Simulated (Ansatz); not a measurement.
This geometry of C$_{2}$H$_{3}$ClFNO (9 atoms, charge 0, multiplicity 1) is a first-order saddle point.

The calculation used RKS BLYP-D4/def2-SVP (Ansatz 0.2.0).

```xyz
9
Properties=species:S:1:pos:R:3
N 0.106 -1.217 -1.213
C 0.088 -0.628 -0.087
O 0.520 -1.237 1.069
C -0.467 0.771 0.178
F -1.050 1.291 -0.949
Cl 0.924 1.846 0.706
H -0.311 -0.595 -1.929
H 1.472 -1.055 1.195
H -1.194 0.778 1.014
```

Which two structures does it join? (They come from a converged band through this point; their orientation in space is the band's.)

No bond is made or broken. The dihedral N1–C2–O3–H8 goes from 2 to 164°.

First end point:

```xyz
9
Properties=species:S:1:pos:R:3
N 0.506 -1.029 -1.142
C 0.249 -0.476 -0.022
O 0.710 -0.963 1.156
C -0.594 0.779 0.204
F -1.246 1.106 -0.959
Cl 0.482 2.156 0.714
H 0.059 -0.509 -1.913
H 1.255 -1.748 0.928
H -1.332 0.639 1.017
```

Last end point:

```xyz
9
Properties=species:S:1:pos:R:3
N 0.122 -1.285 -1.275
C 0.265 -0.648 -0.182
O 1.007 -1.164 0.832
C -0.462 0.665 0.158
F -0.974 1.236 -0.972
Cl 0.695 1.842 0.982
H -0.500 -0.760 -1.908
H 1.216 -0.439 1.461
H -1.282 0.506 0.888
```

How far does it lie above each of them?

9.4 kcal/mol above the first and 5.1 kcal/mol above the second. This is the barrier of this one path; another mechanism may lie lower.

Time of the run: 2.2 min on 2 threads of Arm Neoverse N1, with other jobs on the host, peak memory 0.14 GiB.
